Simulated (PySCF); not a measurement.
Identify the unknown among the candidates.

All candidates are C3H3NS.

* Triplet: lowest triplet excitation (Tamm–Dancoff): 4.15 eV [TDA CAM-B3LYP/def2-SVPD]
* Polarisability: 55.7 au [CAM-B3LYP/def2-SVPD]
* Rotational structure: rotational constants A, B, C: 8.532, 5.813, 3.458 GHz [GFN2-xTB]
* Dipole: 2.44 D [CAM-B3LYP/def2-SVPD]
* UV, strongest line: among the 8 lowest singlet transitions: S2 at 5.84 eV (212 nm, f = 0.136) [TDDFT CAM-B3LYP/def2-SVPD]
* UV, first state: lowest singlet excitation: 5.70 eV (217 nm, f = 0.002) [TDDFT CAM-B3LYP/def2-SVPD]

Electronic properties: PySCF, gas phase, density fitting. Levels stand in brackets. Geometry: GFN2-xTB; no solvent, vibrations or thermal averaging.

Problem. Which candidate is it?
A. `c1cnsc1`
B. `N#C[C@@H]1CS1`
C. `C=CSC#N`

Solution. A. It is `c1cnsc1`. Numbering: `[cH:1]1[cH:2][n:3][s:4][cH:5]1`. Its formula, C3H3NS, gives 3 degrees of unsaturation: 1 ring and 2 π bonds in the structure found (Kekulé form). The optimised geometry has point group Cs and is an asymmetric top.

The others, at the same levels:
- `N#C[C@@H]1CS1` fails: its computed lowest singlet excitation is 4.54 eV (273 nm, f = 0.001) (against 5.70 eV), strongest line among the 8 lowest singlet transitions is S6 at 7.28 eV (170 nm, f = 0.106) (against S2 at 5.84 eV) and rotational constant A is 10.995 GHz (against 8.532 GHz).
- `C=CSC#N` fails: its computed lowest singlet excitation is 5.08 eV (244 nm, f = 0.000) (against 5.70 eV), static isotropic polarisability is 58.4 au (against 55.7 au) and rotational constant A is 6.789 GHz (against 8.532 GHz).

Each candidate is one conformer, not necessarily the lowest. The conformers computed, where there is a choice (atom-mapped SMILES and torsion angles):
- `[CH2:1]=[CH:2][S:3][C:4]#[N:5]`: C1–C2–S3–C4 0°
